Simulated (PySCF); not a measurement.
Compound: H6NPSi.
SMILES with atom numbers: `[NH2:1][SiH2:2][PH2:3]` (hydrogens: H4, H5 on N1; H6, H7 on Si2; H8, H9 on P3)

The same species was optimised twice, with GFN2-xTB and with PBE0-D3(BJ)/def2-SVP (PySCF), and the same property calculations (PySCF, gas phase) were run on both structures.

```
   coordinate  GFN2-xTB  PBE0-D3(BJ)/def2-SVP  change
    P3–H8 (Å)     1.381                 1.429  +0.048
    P3–H9 (Å)     1.381                 1.428  +0.047
   Si2–H7 (Å)     1.472                 1.504  +0.032
   Si2–H6 (Å)     1.465                 1.495  +0.030
   Si2–P3 (Å)     2.241                 2.262  +0.021
   N1–Si2 (Å)     1.719                 1.731  +0.012
N1–Si2–P3 (°)     103.7                 106.2    +2.5
 H8–P3–H9 (°)      92.6                  94.4    +1.8
H6–Si2–H7 (°)     108.9                 107.3    -1.6
P3–Si2–H7 (°)     106.7                 105.2    -1.5
N1–Si2–H6 (°)     105.9                 106.8    +0.9
Si2–P3–H8 (°)      94.5                  93.7    -0.8
Si2–P3–H9 (°)      95.4                  94.7    -0.7
P3–Si2–H6 (°)     115.1                 114.6    -0.5
```

Rotational constants: A = 14810, B = 3747, C = 3173 MHz (GFN2-xTB) against A = 15014, B = 3568, C = 3072 MHz (PBE0-D3(BJ)/def2-SVP). End groups have turned between the structures, so H4, H5 are left out of the comparison, and properties of the atoms beside them can have changed by that turn, not by bond lengths.

On the GFN2-xTB structure: lowest triplet, Tamm–Dancoff (eV) 5.49 [PBE0/def2-SVPD]; isotropic polarisability (au) 63.5 [PBE0/def2-SVPD]; HOMO (eV) -7.37 [PBE0/def2-SVPD]; LUMO (eV) 0.04 [PBE0/def2-SVPD]; dipole (D) 1.05 [PBE0/def2-SVPD].

**Question.** What do these properties become on the PBE0-D3(BJ)/def2-SVP structure?

**Answer.** 
```json
{"property": "lowest triplet, Tamm–Dancoff (eV)", "level": "PBE0/def2-SVPD", "on GFN2-xTB": "5.49", "on PBE0-D3(BJ)/def2-SVP": "5.41", "change": "-0.08"}
{"property": "isotropic polarisability (au)", "level": "PBE0/def2-SVPD", "on GFN2-xTB": "63.5", "on PBE0-D3(BJ)/def2-SVP": "65.6", "change": "+2.1"}
{"property": "HOMO (eV)", "level": "PBE0/def2-SVPD", "on GFN2-xTB": "-7.37", "on PBE0-D3(BJ)/def2-SVP": "-7.25", "change": "+0.12"}
{"property": "LUMO (eV)", "level": "PBE0/def2-SVPD", "on GFN2-xTB": "0.04", "on PBE0-D3(BJ)/def2-SVP": "0.04", "change": "0.00"}
{"property": "dipole (D)", "level": "PBE0/def2-SVPD", "on GFN2-xTB": "1.05", "on PBE0-D3(BJ)/def2-SVP": "1.26", "change": "+0.21"}
{"property": "energy, GFN2-xTB geometry as zero (kcal/mol)", "level": "PBE0/def2-SVPD", "on GFN2-xTB": "0.0", "on PBE0-D3(BJ)/def2-SVP": "-2.5", "change": "-2.5"}
```

The heavy atoms differ by 0.034 Å rms after alignment. Among the bonds compared P3–H8 and P3–H9 change most and about equally (+0.047 to +0.048 Å). Changes are differences of the printed values. Neither structure is proved a minimum here.

The values belong to the conformer `[NH2:1][SiH2:2][PH2:3]`: H–N1–Si2–P3 53°, H–N1–Si2–P3 -166°, H–P3–Si2–N1 178°, H–P3–Si2–N1 83°.
